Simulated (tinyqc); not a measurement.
Starting guesses with plain Roothaan steps: SCF starting guesses in the sto-3g basis, for CH4, spin multiplicity 1. Computed by the program tinyqc with PySCF. 

Geometry (angstrom):

| atom | x | y | z |
|---|---|---|---|
| C | 0.0000 | 0.0000 | 0.0000 |
| H | 0.6600 | 0.6600 | 0.6600 |
| H | 0.6600 | -0.6600 | -0.6600 |
| H | -0.6600 | 0.6600 | -0.6600 |
| H | -0.6600 | -0.6600 | 0.6600 |

lowest restricted solution found by these runs and by PySCF = -39.715705 hartree

RHF with one setting changed at a time; a run stops when the energy changes by less than 1e-09 hartree and the error matrix is below 1e-5. Starts: the lowest orbitals of the core Hamiltonian, of the Wolfsberg-Helmholz matrix (K = 1.75), projected atomic densities, random orbitals, and the highest orbitals of the core Hamiltonian (a deliberately bad start).

Largest element of the error matrix X^T (FDS - SDF) X:

| iteration | core | Wolfsberg-Helmholz | atomic densities | random | highest core orbitals |
|---|---|---|---|---|---|
| 1 | 5.5e-01 | 3.2e-01 | 8.7e-01 | 7.0e+00 | 1.7e-01 |
| 2 | 2.3e-01 | 8.0e-02 | 2.9e-02 | 3.1e-01 | 5.2e-01 |
| 3 | 5.2e-02 | 1.2e-02 | 1.2e-02 | 6.2e-02 | 1.8e-01 |
| 4 | 1.1e-02 | 4.9e-03 | 2.2e-03 | 1.6e-02 | 3.9e-02 |
| 5 | 2.6e-03 | 6.5e-04 | 7.8e-04 | 4.4e-03 | 8.6e-03 |
| 6 | 5.3e-04 | 2.9e-04 | 1.6e-04 | 1.4e-03 | 2.0e-03 |
| 8 | 2.6e-05 | 1.8e-05 | 1.1e-05 | 1.5e-04 | 1.0e-04 |
| 10 | 1.3e-06 | - | - | 1.6e-05 | 5.8e-06 |

How each run ends:

| run | iterations | E (hartree) | state |
|---|---|---|---|
| core | 10 | -39.71571 | lowest found |
| Wolfsberg-Helmholz | 9 | -39.71571 | lowest found |
| atomic densities | 9 | -39.71571 | lowest found |
| random | 11 | -39.71571 | lowest found |
| highest core orbitals | 11 | -39.71571 | lowest found |

5 of 5 runs reach the lowest restricted solution found, in 9 to 11 iterations (fastest: Wolfsberg-Helmholz, atomic densities). The first errors are 6e-01, 3e-01, 9e-01, 7e+00, 2e-01; the deliberately bad start has the smallest one, so a small first error does not mark a good start.
